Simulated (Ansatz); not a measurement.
`OCC#CS` + H₂ → `C#CS` + CH₃OH at 400 K and 1 bar (hydrogenolysis of a C–C bond).

Gas-phase electronic energies from Ansatz, PBE0-D4/def2-TZVP geometries. CCSD(T)/CBS adds triple-zeta CCSD(T) − MP2 to the extrapolated MP2 energy (def2 sets, frozen cores). This one scheme is used for every species. Each species was taken in one conformer, which may not be the lowest.

| species | CCSD(T)/CBS energy (Eh) | H − E (kJ/mol) | S (J/(mol·K)) |
| --- | --- | --- | --- |
| `OCC#CS` | -589.42782 | 191.8 | 362.0 |
| H₂ | -1.17544 | 38.0 | 139.0 |
| `C#CS` | -475.00020 | 91.3 | 281.7 |
| CH₃OH | -115.61712 | 151.2 | 252.6 |

H − E and S are ideal-gas, rigid-rotor, harmonic terms from PBE0-D4/def2-TZVP, for one conformer and one mirror image of each species. The MP2-based limit puts H₂ 0.8 mEh under its directly extrapolated value; such offsets cancel only in part. 1 Eh = 2625.50 kJ/mol, R = 8.31446 J/(mol·K).

Question: By hand: ΔE, ΔH, ΔS and ΔG.

Answer: ΔE = (-475.00020) + (-115.61712) − (-589.42782) − (-1.17544) = -0.01406 Eh = -36.9 kJ/mol. Δ(H − E) = 91.3 + 151.2 − 191.8 − 38.0 = 12.7, so ΔH = -24.2 kJ/mol. ΔS = 281.7 + 252.6 − 362.0 − 139.0 = 33.3 J/(mol·K). ΔG = -24.2 − 400 × (33.3)/1000 = -37.5 kJ/mol.

Question: By hand: the equilibrium constant, and the temperature at which ΔG would vanish if ΔH and ΔS stayed fixed.

Answer: log₁₀ K = −ΔG/(RT ln 10) = 4.9. ΔH and −TΔS have one sign here, so there is no such temperature.

TΔS isn't small against ΔH here. A doubt of 5 kJ/mol in ΔE shifts log₁₀ K by 0.7 here. Other conformers and mirror images would add mixing entropy, several J/(mol·K) or more a flexible species. These are equilibria of isolated gas molecules and say nothing of rates. Largest T1 diagnostic: 0.013 (customary marks: 0.02 for closed shells, 0.045 for open ones).
